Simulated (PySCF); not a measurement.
# H3P: the cost of one run

Computed with PySCF 2.14.0, with density-fitted response routines of our own, on a single molecule in the gas phase. Atoms count from 0, in the outputs and in this text.

### Step 1. The starting structure

4 atoms, charge 0, multiplicity 1; geometry from: GFN2-xTB.

Bonds of the start (Å): P0–H1 1.39, P0–H2 1.39, P0–H3 1.39.

### Step 2. Geometry optimisation at PBE0-D3(BJ)/def2-SVP

Job settings and geometry (Å):

```
{"job": {"xc": "PBE0", "basis": "def2-SVP", "d3": "d3bj", "grid": 1, "kind": "geom"}, "charge": 0, "multiplicity": 1}
P     -0.001477     0.003466     0.570380
H     -0.558658     1.008622    -0.205648
H      1.158342    -0.016325    -0.189555
H     -0.587973    -0.990990    -0.198030
```

Started as:

```console
> OMP_NUM_THREADS=1 python probes_run.py task.json out
```

One launch serves the whole session: the jobs run in the order shown.

**Question.** How long does this first job take on 1 thread of Arm Neoverse V2, shared host, and how much memory does it need?

About 1.1 s, with a peak of 0.25 GiB.
